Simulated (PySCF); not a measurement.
**Shifts of the heteroatoms**

Molfile (atoms numbered from 1):
```
C3H3NO2
     RDKit          3D

  9  9  0  0  0  0  0  0  0  0999 V2000
    1.0234    1.4141   -0.2974 O   0  0  0  0  0  0  0  0  0  0  0  0
    1.4917    0.3854    0.0980 C   0  0  0  0  0  0  0  0  0  0  0  0
    0.8363   -0.7658    0.2611 O   0  0  0  0  0  0  0  0  0  0  0  0
   -0.5425   -0.8154   -0.0144 C   0  0  2  0  0  0  0  0  0  0  0  0
   -1.3671    0.3506   -0.0405 C   0  0  0  0  0  0  0  0  0  0  0  0
   -1.4622   -0.3095    1.0286 N   0  0  0  0  0  0  0  0  0  0  0  0
    2.5530    0.2414    0.3866 H   0  0  0  0  0  0  0  0  0  0  0  0
   -0.7705   -1.7587   -0.5202 H   0  0  0  0  0  0  0  0  0  0  0  0
   -1.7480    1.2640   -0.4994 H   0  0  0  0  0  0  0  0  0  0  0  0
  1  2  2  0
  2  3  1  0
  3  4  1  0
  4  5  1  0
  5  6  2  0
  6  4  1  0
  2  7  1  0
  4  8  1  6
  5  9  1  0
M  END
```

All values are calculated (PySCF 2.14.0 with density-fitted response routines): J couplings at B3LYP/pcJ-1, σ from GIAO-PBE0/pcSseg-1, structure optimised with PBE0-D3(BJ)/def2-SVP. No relativistic terms, a single conformation, no solvent model.

Problem. Where does $^{15}$N resonate?

Solution. 
| atoms | environment | σ (ppm) | δ (ppm) |
| --- | --- | --- | --- |
| N6 | imine nitrogen | -88.1 | -69.8 |

Shieldings were converted by a linear fit to measured shifts: $^{15}$N: δ = -150.45 − 0.916σ (rms 7.2 ppm, 79 shifts vs CH3NO2, solution or neat liquid). A few per cent of atoms miss by over 2 rms, more outside the fitted compound classes. Couplings are scaled by factors fitted to measured values: $^{3}J$(H,H) × 0.91 (rms 0.4 Hz, 0.5 with 2 outliers); all others are unscaled and can be 10–30 % off.

Couplings (the largest are listed; each averaged over equivalent pairs): $^{1}J$(C4,N6) = 15.3 Hz, $^{1}J$(C5,N6) = 10.5 Hz, $^{2}J$(N6,H9) = -6.6 Hz, $^{2}J$(N6,H8) = -4.8 Hz, $^{2}J$(O3,N6) = 1.5 Hz. Signs are for $^{15}$N, whose magnetogyric ratio is negative.

On a 500 MHz spectrometer $^{15}$N resonates near 50.7 MHz, so 1 ppm is 50.7 Hz.

Problem. Where does $^{17}$O resonate?

Solution. 
| atoms | environment | σ (ppm) | δ (ppm) |
| --- | --- | --- | --- |
| O1 | ester carbonyl oxygen | -119.1 | 370.3 |
| O3 | ester alkoxy oxygen | 91.9 | 182.1 |

Shieldings were converted by a linear fit to measured shifts: $^{17}$O: δ = 264.06 − 0.892σ (rms 13.4 ppm, 147 shifts, 14.2 ppm with the 1 outlier that the fit left out vs liquid water, solution or neat liquid). Occasional misses reach two or three times the rms, and more in compound classes unlike the fitted ones. Couplings are scaled by factors fitted to measured values: $^{3}J$(H,H) × 0.91 (rms 0.4 Hz, 0.5 with 2 outliers); all others are unscaled and can be 10–30 % off.

Couplings (the largest are listed; each averaged over equivalent pairs; quadrupolar broadening usually hides them): $^{1}J$(C2,O3) = 40.8 Hz, $^{1}J$(O3,C4) = 29.9 Hz, $^{1}J$(O1,C2) = 27.8 Hz, $^{2}J$(O3,H7) = -42.2 Hz, $^{2}J$(O3,H8) = -24.5 Hz, $^{2}J$(O1,H7) = -9.4 Hz, $^{2}J$(O1,O3) = -7.8 Hz, $^{2}J$(O3,N6) = 1.5 Hz, $^{3}J$(O1,C4) = -1.7 Hz.

On a 500 MHz spectrometer $^{17}$O resonates near 67.8 MHz, so 1 ppm is 67.8 Hz.
